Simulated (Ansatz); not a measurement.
# Elastic constant C33 of some solids

Method: PBE (plane waves, PAW; Ansatz, a first-principles code). References are measured values at low temperature. The table is a random draw of 6 from 8 solids with such references.

Values in GPa.

```tsv
solid	reference	PBE	error (%)
hcp Y	80.1¶	80.7	+0.7
hcp Be	342¶	382	+11.7
hcp Os	843¶	821	-2.6
hcp Ti	191	189	-1.0
L1₀ (CuAu-type) TiAl	183¶	171	-6.6
hcp Mg	66.5¶	68.8	+3.5
```

Over these 6 solids the mean error is +0.9 %, the mean absolute error 4.4 % (median 3.0 %), and the worst case hcp Be at +11.7 %; the value is above the reference in 3 of 6 cases. Over all 8, from unrounded values, the mean error is -0.6 % and the mean absolute error 4.5 % (median 4.0 %).

All these references are low-temperature values that still hold zero-point motion.

Spin–orbit coupling is left out, also for the solids with elements from indium on (hcp Os); its size isn't shown.

¶ marks references of a special kind: hcp Y, 80.1 ± 0.2 GPa (measured, 0 K, extrapolated to 0 K; as tabulated in Elastic Constants of Yttrium Single Crystals in the Temperature Range 4.2-400 K); hcp Be, 342 ± 1 GPa (measured, 0 K, extrapolated to 0 K; as tabulated in Elastic Constants of Single Crystal Beryllium, J. Appl. Phys., doi …); hcp Os, 843 GPa (measured, 0 K, extrapolated to 0 K (read from the set's bulk modulus against, 405 at 300 K); as tabulated in Liu et al. (2023), arXiv:2002.00005); L1₀ (CuAu-type) TiAl, 183 GPa (measured, 0 K, extrapolated to 0 K, Ti-56 at.% Al crystal; axes of the face-centred tetragonal cell; as tabulated in Qi et al. (2023), arXiv:2305.11825); hcp Mg, 66.5 GPa (measured, 0 K, extrapolated to 0 K; zero-point effects included; as tabulated in Ibrahim et al. (2023), arXiv:2305.03577).

Differences are worked out from the printed values.

Each level is taken at its own relaxed cell. Ansatz's density-functional and Hartree–Fock values are scalar-relativistic unless marked +SOC, with PAW data made under PBE.

Ansatz's runs of these crystals have no spin polarisation.

Not in this set, of the solids of all kinds but layered and molecular ones with a reference value in our tables and a result at some level: 24 for a reference at room or unstated temperature; 1 for a high-temperature or high-pressure phase. These can be a level's best or worst cases. At least 6 more with a reference value are held back for tests. Solids without a released value at any level aren't counted. The metals Ce to Yb are counted apart.

References as tabulated in Elastic Constants of Yttrium Single Crystals in the Temperature Range 4.2-400 K; Elastic Constants of Single Crystal Beryllium, J. Appl. Phys., doi …; Liu et al. (2023), arXiv:2002.00005; Ferrari et al. (2019), arXiv:1905.01197 and others.
